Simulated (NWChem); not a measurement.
How basis sets differ on BNH6 (SMILES [BH3-][NH3+])

The species is BNH6 (8 atoms), meant as a singlet with charge 0. As SMILES, `[BH3-][NH3+]`. Geometry: relaxed at PBE0-D4/def2-TZVP.

Each level gives the dipole moment (D). The values are calculated.

| level | kind | program | value (D) |
| --- | --- | --- | --- |
| CAM-B3LYP/MINI | range-separated hybrid | NWChem | 6.60 |
| CAM-B3LYP/SBKJC-VDZ (core potential) | range-separated hybrid | NWChem | 5.92 |
| CAM-B3LYP/LANL2DZ | range-separated hybrid | NWChem | 5.89 |
| CAM-B3LYP/DGauss-DZVP | range-separated hybrid | NWChem | 5.62 |
| CAM-B3LYP/jorge-DZP | range-separated hybrid | NWChem | 5.63 |
| CAM-B3LYP/jorge-TZP | range-separated hybrid | NWChem | 5.41 |

The values span 5.41 to 6.60 D. Without the sets that lack polarisation functions the rows with a basis span only 5.41 to 5.63 D.
